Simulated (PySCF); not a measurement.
**Computed and reference excited states of `Cl[Si]Cl` [singlet]**

Published values to compare with (the computed states carry no symmetry labels, so the two lists aren't matched line by line):

```tsv
state	E (eV)	f	kind of transition	source
3B1(σ→π*)	2.48		vertical absorption	[1]
1B1(σ→π*)	3.91	0.031	vertical absorption	[1]
```

[1] computed, theoretical best estimate (aug-cc-pVTZ, frozen core, CC3 geometry), gas; Veril, Scemama, Caffarel, Lipparini, Boggio-Pasqua, Jacquemin, Loos, WIREs Comput. Mol. Sci. 2021, 11, e1517 (QUESTDB)

Compound: SiCl2 (singlet state).
Atom-mapped SMILES: `[Cl:1][Si:2][Cl:3]`

Cartesian coordinates in Å at the PBE0-D3(BJ)/def2-TZVP level; atoms count from 1:
```
atom  x, y, z in Å
Cl1   -1.542   -0.689   -0.116
Si2    0.039    0.658   -0.140
Cl3    1.672   -0.626   -0.140
```

The calculation used TDDFT CAM-B3LYP/aug-cc-pVTZ, vertical, gas phase, core orbitals frozen in the response (PySCF). Geometry: PBE0-D3(BJ)/def2-TZVP; no solvent, vibrations or thermal averaging.

Computed singlets: 3.84 eV (f 0.031); 5.10 eV (f 0.000); 5.92 eV (f 0.012); 6.51 eV (f 0.009); 6.57 eV (f 0.096); 6.80 eV (f 0.295); 6.94 eV (f 0.171); 7.25 eV (f 0.004); 7.34 eV (f 0.000); 7.81 eV (f 0.047). Computed triplets (Tamm–Dancoff): 2.36, 4.97, 5.22, 5.24 eV.

Problem. How does the lowest computed triplet compare with the best estimate listed for the lowest triplet (vertical absorption)?

Solution. 2.36 eV against 2.48 eV for 3B1(σ→π*) [1]: a difference of -0.12 eV. Geometry and basis of the two calculations needn't be the same.

On Arm Neoverse N1, one thread, on a shared host, this took 12 s wall and 0.56 GiB of memory at its peak.
